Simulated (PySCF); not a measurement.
Gas-phase reaction: 2 AlCl2NH2 + AlCl = 2 AlHCl2 + N2 + AlH2Cl

Method: PySCF energies plus ideal-gas RRHO corrections (1 bar). † marks an energy on the PBE0/def2-TZVP geometry and frequencies; other levels use their own. MP2 freezes the core. 6-31G* has spherical d functions here. All species are closed-shell singlets. B3LYP is the form with VWN-RPA correlation. AlCl2NH2, AlHCl2, AlH2Cl: computed as isolated molecules; such fragments, hydroxides, amides, oligomers or adducts are transient or little studied in the gas. MP2 isn't extrapolated to the basis-set limit; its ΔH°(298 K) is 132.2 kJ in def2-SVP and 191.7 kJ in def2-TZVPP. The harmonic model lacks anharmonicity and excited electronic states, which grow with temperature; levels with a mode under 35 cm⁻¹ are left out.

```csv
level,"ΔE electronic, kJ","ΔH°(298 K), kJ","ΔS°(298 K), J/K","ΔG°(800 K), kJ"
B3LYP/6-31G*,205,158,148,41
B3LYP/def2-TZVP†,232,184,148,67
HF/6-31G*,144,94,151,-26
M06-2X/def2-TZVP†,275,227,148,109
MP2/def2-SVP†,181,132,148,15
PBE/def2-SVP,231,185,146,70
PBE0/def2-SVP†,247,199,148,82
PBE0/def2-TZVP,260,211,148,94
r2SCAN/def2-TZVP†,252,203,148,86
LDA/def2-TZVP†,333,285,148,168
ωB97M-V/def2-TZVP†,249,200,148,83
```
ΔH° is lowest at HF/6-31G* and highest at LDA/def2-TZVP†. No reference value is set beside these.
